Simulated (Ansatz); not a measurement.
# doublet CF: levels of theory in one basis

| atom | x (Å) | y (Å) | z (Å) |
| --- | --- | --- | --- |
| C | 0.0000 | 0.0000 | 0.0000 |
| F | 0.0000 | 0.0000 | 1.3992 |

Basis set: def2-SVP (spherical functions). Frozen core: 2 orbitals. Correlation on ROHF uses semicanonical orbitals with singles. Charge 0, multiplicity 2.

Computed with Ansatz (development build ahead of 0.2.0); each method stands on the lowest determinant of its kind that the runs found.

```json
{"method": "ROHF", "E − E(ROHF) (eV)": "0.00", "<S²> of the determinant": "0.75"}
{"method": "UHF", "E − E(ROHF) (eV)": "-0.12", "<S²> of the determinant": "0.76"}
{"method": "ROHF-MP2", "E − E(ROHF) (eV)": "-7.49", "<S²> of the determinant": "–"}
{"method": "UHF-MP2", "E − E(ROHF) (eV)": "-7.48", "<S²> of the determinant": "0.76"}
```

Task: What does ROHF-CCSD(T) give on the same scale?

Result: -8.17 eV.
